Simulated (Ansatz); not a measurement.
# BFH₂S: a ladder of functionals and wavefunction methods

One table from this session's results is given with a row withheld; the runs are named, their logs left out.

Method: functionals in def2-TZVPP, the program's frozen cores in correlated methods; program: Ansatz 0.2.0, Gaussian basis.

Levels to be run: PBE-D4, r2SCAN-D4, PBE0-D4, B3LYP-D4, ωB97X-V, ωB97M-V, B2PLYP; CCSD(T)/def2-TZVPP; CCSD(T)/def2-QZVPP; extrapolation to the limit.

**The relaxed structure**

An earlier PBE0-D4 in a triple-zeta def2 set relaxation fixed the geometry.

SMILES `FBS`, 5 atoms, charge 0, spin multiplicity 1.

Atoms are counted from 1 here; the program's logs count them from 0.

Bond lengths: F1–B2 1.323 Å, B2–S3 1.791 Å, B2–H4 1.194 Å, S3–H5 1.345 Å. Angles: F1–B2–S3 121.5°, F1–B2–H4 119.7°, S3–B2–H4 118.8°, B2–S3–H5 96.4°.

Set-up of the first run:

in.yaml reads:

```yaml
crystal:
  periodic: [false, false, false]
  atoms:
    - {symbol: F, position_ang: [-1.393970, 0.247351, -0.331817]}
    - {symbol: B, position_ang: [-0.370318, -0.342612, 0.263197]}
    - {symbol: S, position_ang: [1.315477, 0.178815, -0.041602]}
    - {symbol: H, position_ang: [-0.566058, -1.243481, 1.021653]}
    - {symbol: H, position_ang: [1.014868, 1.159916, -0.911441]}
basis:
  gaussian: {orbitals: def2-TZVPP}
hamiltonian: {xc: pbe, dispersion: d4}
output: {forces: true, orbitals: {seedname: orbitals}}
```

On the command line:

```sh
$ ansatz run in.yaml --threads 2 --pin off --events-out ev --progress --plain --max-ram 20480MiB --backend cpu
```

Among the steps run: PBE-D4 (GGA); r2SCAN-D4 (meta-GGA); PBE0-D4 (hybrid); B3LYP-D4 (hybrid); ωB97X-V (range-separated); ωB97M-V (range-separated); B2PLYP (double hybrid); CCSD(T) in def2-TZVPP; CCSD(T) in def2-QZVPP.

One table of the session follows, with a row left open; its other results are not shown here.

It belongs to the step «Atomisation energies». 

| method | atomisation energy (eV) |
| --- | --- |
| PBE-D4 | ? |
| r2SCAN-D4 | 19.006 |
| PBE0-D4 | 18.824 |
| B3LYP-D4 | 18.795 |
| ωB97X-V | 18.871 |
| ωB97M-V | 18.957 |
| B2PLYP | 18.663 |
| HF/def2-TZVPP | 14.229 |
| MP2/def2-TZVPP | 18.802 |
| CCSD/def2-TZVPP | 17.998 |
| CCSD(T)/def2-TZVPP | 18.290 |
| MP2/CBS | 19.255 |
| CCSD(T)/CBS | 18.745 |

Estimate the missing values for PBE-D4.

As computed: atomisation energy (eV): 19.228. In the column «atomisation energy (eV)» it lies between r2SCAN-D4 (19.006) and MP2/CBS (19.255).
